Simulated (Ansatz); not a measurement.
# SOF2: one species, many methods

Aim: compute SOF2 with functionals from several rungs and with coupled cluster. The yardstick is the atomisation energy at the CCSD(T) limit.

Method: functionals in def2-TZVPP, the program's frozen cores in correlated methods; program: Ansatz 0.2.0, Gaussian basis.

Plan: LDA (SPW92), PBE-D4, revPBE-D4, BLYP-D4, r2SCAN-D4, B97M-V, PBE0-D4, B3LYP-D4, r2SCANh-D4, r2SCAN0-D4, HSE06-D4, BHLYP-D4, CAM-B3LYP-D4, LC-ωPBE, ωB97X-V, ωB97M-V, B2PLYP, PBE-QIDH; CCSD(T)/def2-SVP; CCSD(T)/def2-TZVPP; CCSD(T)/def2-QZVPP; extrapolation to the limit; RPA on PBE.

## Step 1: Structure used throughout

An earlier PBE0-D4 in a triple-zeta def2 set relaxation fixed the geometry.

4 atoms, charge 0, spin multiplicity 1.

Atoms are counted from 1 here; the program's logs count them from 0.

Bond lengths: O1–S2 1.419 Å, S2–F3 1.588 Å, S2–F4 1.588 Å. Angles: O1–S2–F3 106.5°, O1–S2–F4 106.5°, F3–S2–F4 93.0°.

## Step 2: LDA

This LDA is Slater exchange with PW92 correlation.

File in.yaml:

```yaml
crystal:
  periodic: [false, false, false]
  atoms:
    - {symbol: O, position_ang: [0.932398, 0.066621, -1.017848]}
    - {symbol: S, position_ang: [-0.151269, -0.426192, -0.245659]}
    - {symbol: F, position_ang: [-1.124430, 0.804198, 0.000357]}
    - {symbol: F, position_ang: [0.343312, -0.444627, 1.263140]}
basis:
  gaussian: {orbitals: def2-TZVPP}
hamiltonian: {xc: lda}
output: {orbitals: {seedname: orbitals}}
```

Started as:

```console
> ansatz run in.yaml --threads 2 --pin off --events-out ev --progress --plain --max-ram 32768MiB --backend cpu
```

After this run come: PBE-D4 (GGA); revPBE-D4 (GGA); BLYP-D4 (GGA); r2SCAN-D4 (meta-GGA); B97M-V (meta-GGA); B3LYP-D4 (hybrid); r2SCANh-D4 (hybrid); r2SCAN0-D4 (hybrid); HSE06-D4 (hybrid); BHLYP-D4 (hybrid); CAM-B3LYP-D4 (range-separated); LC-ωPBE (range-separated); ωB97X-V (range-separated); ωB97M-V (range-separated); B2PLYP (double hybrid); PBE-QIDH (double hybrid); CCSD(T) in def2-SVP; CCSD(T) in def2-TZVPP; CCSD(T) in def2-QZVPP; RPA on PBE orbitals.

Q: Predict the results of all the runs planned. Wanted: atomisation energy, CCSD(T)/CBS; farthest beyond LDA; mean size of error, GGA; mean size of error, meta-GGA; mean size of error, hybrid; mean size of error, range-separated; mean size of error, double hybrid; gap, smallest and largest; T1 diagnostic.

As calculated:

```
                               quantity                                      value
        atomisation energy, CCSD(T)/CBS                             308.0 kcal/mol
functionals within 1.5 kcal/mol (0.5 %)                   B97M-V, LC-ωPBE, ωB97X-V
                    farthest beyond LDA                  BHLYP-D4 (-41.3 kcal/mol)
                mean size of error, GGA                              13.8 kcal/mol
           mean size of error, meta-GGA                               2.7 kcal/mol
             mean size of error, hybrid                              12.9 kcal/mol
    mean size of error, range-separated                               1.3 kcal/mol
      mean size of error, double hybrid                               9.4 kcal/mol
              gap, smallest and largest  5.88 eV (LDA (SPW92)), 13.79 eV (LC-ωPBE)
                          T1 diagnostic                                     0.0172
triples share of the correlation energy                                      3.8 %
```

What this shows: LDA overbinds by 97.1 kcal/mol (32 %). PBE-D4 is off by +25.5 kcal/mol. Double hybrids carry the basis error of their MP2 part in triple zeta, and no dispersion term here, so their miss is partly the set-up's. Taken by rung, range-separated functionals do best (1.3 kcal/mol on average) and GGA ones worst beyond LDA (13.8 kcal/mol). RPA and LDA stand outside this count. Misses under about 1.5 kcal/mol are within the doubt on the reference itself, which lacks core-valence correlation, relativity and higher excitations. Hartree-Fock recovers 48 % of the binding; the rest is correlation. CCSD(T) in def2-SVP is off by -66.8 kcal/mol, so the small basis spoils what the method gains. Orbital gaps span 5.9 to 13.8 eV; exact exchange widens them.
